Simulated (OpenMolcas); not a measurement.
# HF/3-21G (Cholesky decomposition) run of S2F2 (Difluorodisulfane)

What is the vertical electron affinity of S2F2 (Difluorodisulfane) at HF/3-21G (Cholesky decomposition)? 

Program for the calculation: OpenMolcas 26.06.

## Step 1: The system as given

S2F2 has 4 atoms, charge 0, and is taken as a singlet. SMILES: `FSSF`. The coordinates come from a GFN2-xTB relaxation.

Bond lengths: F1–S2 1.695 Å, S2–S3 1.921 Å, S3–F4 1.694 Å. Angles: F1–S2–S3 106.1°, S2–S3–F4 105.9°.

## Step 2: A single-point energy at HF/3-21G (Cholesky decomposition)

Input file job.input:

```
* F2S2 Hartree-Fock

&GATEWAY
  BasLib = $CurrDir
  Coord
  4
  bohr
  F     -3.41537761    -0.41893338    -1.18648344
  S     -0.86766775     1.52215550    -1.17854659
  S      1.99475710    -0.57358857    -0.41158235
  F      2.28826936    -0.52961464     2.77661239
  Basis = 3-21G
  Group = NoSym

&SEWARD
  High

&SCF
  PrOrbitals = 1 1
```

The basis set 3-21G is read from a file made from the Basis Set Exchange's data (not shown).

Started as:

```bash
$ export MOLCAS_MEM=1860
$ pymolcas job.input > job.log
```

The program printed:

```text
--- Start Module: gateway ---
[...]
--- Stop Module: gateway /rc=_RC_ALL_IS_WELL_ ---
--- Start Module: seward ---
[...]
      Basis functions           44
--- Stop Module: seward /rc=_RC_ALL_IS_WELL_ ---
--- Start Module: scf ---
[...]
       Convergence after  11 Iterations
[...]
::    Total SCF energy                               -988.7967113670
[...]
      Total spin, S                                     0.0000000000
[...]
      Total electronic charge=   50.000000
      Total            charge=   -0.000000
[...]
      Dipole Moment (debye):
      Origin of the operator (angstrom)=    0.0759    0.0639   -0.1071
                   X=  1.0570E+00               Y=  8.8402E-01               Z= -1.4883E+00           Total=  2.0282E+00
      Quadrupole Moment (debye*angstrom):
[...]
--- Stop Module: scf /rc=_RC_ALL_IS_WELL_ ---
[...]
```

It took 1.8 s on 1 thread of Arm Neoverse V2, shared host; peak memory 0.088 GiB.

## Step 3: The doublet anion, same level

Input file job.inp:

```
* F2S2 Hartree-Fock
>>> EXPORT MOLCAS_PRINT=2

&GATEWAY
 BASLIB=$CurrDir
 COORD
 4
 bohr
 F     -3.41537761    -0.41893338    -1.18648344
 S     -0.86766775     1.52215550    -1.17854659
 S      1.99475710    -0.57358857    -0.41158235
 F      2.28826936    -0.52961464     2.77661239
 BASIS=3-21G
 GROUP=NoSym

&SEWARD
 HIGH

&SCF
 UHF
 CHARGE=-1
 SPIN=2
 PRORBITALS=1 1
```

The basis set 3-21G is read from a file made from the Basis Set Exchange's data (not shown).

Started as:

```bash
$ export MOLCAS_MEM=1860
$ pymolcas job.inp > job.log
```

The program printed:

```text
--- Start Module: gateway ---
[...]
--- Stop Module: gateway /rc=_RC_ALL_IS_WELL_ ---
--- Start Module: seward ---
[...]
      Basis functions           44
--- Stop Module: seward /rc=_RC_ALL_IS_WELL_ ---
--- Start Module: scf ---
[...]
       Convergence after  54 Iterations
[...]
::    Total SCF energy                               -988.7374515091
[...]
      Total spin, S                                     0.5350158656
[...]
      Total electronic charge=   51.000000
      Total            charge=   -1.000000
[...]
      Dipole Moment (debye):
      Origin of the operator (angstrom)=    0.0759    0.0639   -0.1071
                   X=  7.7659E-01               Y=  6.6738E-01               Z= -1.1154E+00           Total=  1.5141E+00
      Center of Charge (angstrom)
[...]
--- Stop Module: scf /rc=_RC_ALL_IS_WELL_ ---
[...]
```

It took 5.4 s on 1 thread of Arm Neoverse V2, shared host; peak memory 0.088 GiB.

## Step 4: Results

Level: HF/3-21G (Cholesky decomposition).

```
                                         quantity          value
                       singlet S2F2: total energy  -988.79671 Eh
                      singlet S2F2: dipole moment         2.03 D
                        singlet S2F2: HOMO energy      -11.94 eV
                        singlet S2F2: LUMO energy        2.44 eV
                      singlet S2F2: HOMO–LUMO gap       14.38 eV
                      doublet anion: total energy  -988.73745 Eh
doublet anion: HOMO energy (highest over α and β)        0.77 eV
 doublet anion: LUMO energy (lowest over α and β)        8.55 eV
                              doublet anion: ⟨S²⟩          0.821
vertical electron affinity (to the doublet anion)      -1.613 eV
```

In words: The anion lies 1.61 eV (156 kJ/mol) above the neutral: the electron isn't bound at this level, and such a value depends on the basis. Without diffuse functions anions come out too high. Hartree–Fock misses the correlation that binds many anions. Mulliken charges (doublet anion) run from -0.53 on F4 to +0.03 on S2. The HOMO (doublet anion) lies at positive energy, 0.77 eV: the electron is unbound at this level or held by a compact basis; values depend on the basis.
